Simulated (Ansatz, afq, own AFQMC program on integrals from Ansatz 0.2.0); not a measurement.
**SiH$_{3}$, doublet in 6-31G, levels against full CI**

```xyz
4

Si    0.0001   -0.0001   -0.0437
H     1.4153    0.0146    0.4091
H    -0.7211    1.2200    0.4030
H    -0.6968   -1.2329    0.4066
```

Basis 6-31G. Noble-gas cores (and the filled d shells of Ga–Kr and In–Xe) are frozen. AFQMC by an in-house program on the Cholesky factors that Ansatz 0.2.0 writes for its CCSD(T) run. ph-AFQMC/CISD is guided by a CISD state made of CCSD amplitudes; releasing the constraint for a short imaginary time cuts its bias at the price of noise, slowly where states lie close. Free projection: walkers drawn from exp(T), propagated without any constraint. Its projection time is finite, and what remains of the start isn't in its error. Uncertainties: one standard error, sampling alone.

Determinant: UHF, the one that the program's search chose, which needn't be the lowest solution. The geometry is a point of a scan.

Full CI on the same integrals is exact in this basis and with this determinant's frozen core.

The T1 diagnostic is 0.0081, the weight of the determinant in the CISD state is 0.949 and the ⟨S²⟩ of the determinant is 0.755. The size of the correlated space is 7 electrons in 14 orbitals.

Reference: full CI, correlation energy -1.889 eV. The released energy is read at 2.40 1/Eh (meV from the phaseless value at times in 1/Eh: -1.1 ± 0.6 at 0.24, -1.2 ± 0.5 at 0.51, -1.3 ± 0.3 at 0.99, -1.4 ± 0.3 at 1.62, -1.4 ± 0.3 at 2.40).

```
         level  E − E(reference) (kJ/mol)  share of correlation (%)
            HF                      182.3                      0.00
           MP2                       54.6                     70.05
          CCSD                        2.8                     98.48
       CCSD(T)                        0.9                     99.52
         CCSDT                        0.1                     99.95
      CCSDT(Q)                        0.0                     99.99
        CCSDTQ                        0.0                    100.00
   ph-AFQMC/HF                  0.5 ± 1.3                     99.71
 ph-AFQMC/CISD                 0.2 ± 0.05                     99.91
released AFQMC                 0.0 ± 0.03                     99.98
    free AFQMC                -0.1 ± 0.03                    100.04
```

CCSDT and higher add their correlation energy to the determinant of the CCSD(T) run, since their own runs factorise the integrals more tightly (a shift of under 2 meV). Free projections are given only where their last times agree within the noise and don't stop above the reference; a slow remainder of the start can still hide under it. A walk keeps the symmetry of its determinant, which the program's search chose and which needn't be the lowest solution, so a lower state of the same spin and another symmetry isn't excluded. Released energies are given only where the last usable release times agree within the noise; a slower fall can still hide under it.
